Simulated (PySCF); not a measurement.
O2S, SMILES O=S=O. Atoms are numbered in the order given.

```xyz
3

O      0.0000    -1.2387    -0.3658
S      0.0000     0.0000     0.3658
O      0.0000     1.2387    -0.3658
```
Charge 0, spin multiplicity 1.

The structure is a stationary point at B3LYP-D3(BJ)/def2-TZVP.

Calculation: PBE0/pcSseg-2 in PySCF.

GIAO shieldings, no solvent; atoms alike by connectivity are averaged. δ = σ(ref) − σ: ¹⁷O against H2O (σ = 327.8 ppm); ³³S against H2S (σ = 711.3 ppm), references at their B3LYP-D3(BJ)/def2-TZVP geometries, non-relativistic.

```
nucleus   atoms  count  δ (ppm)
-------  ------  -----  -------
¹⁷O      O1, O3      2    647.7
³³S          S2      1   1005.2
```
